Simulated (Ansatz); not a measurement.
# singlet AlH₂(+): levels of theory in one basis

```yaml
atoms:
  - { symbol: H, position_ang: [-0.0462, 0.0092, -1.5748] }
  - { symbol: Al, position_ang: [0.0260, -0.0248, 0.0353] }
  - { symbol: H, position_ang: [-0.0139, 0.0347, 1.5244] }
```

Basis set: def2-SVP (spherical functions). Correlated methods keep 5 orbitals frozen. Charge 1, multiplicity 1.

Computed with Ansatz (development build ahead of 0.2.0); each method stands on the lowest determinant of its kind that the runs found.

| method | E − E(RHF) (eV) | <S²> of the determinant |
| --- | --- | --- |
| RHF | 0.00 | – |
| RHF-CCSD(T) | -1.85 | – |

Task: What does RHF-MP2 give on the same scale?

Result: -1.38 eV.
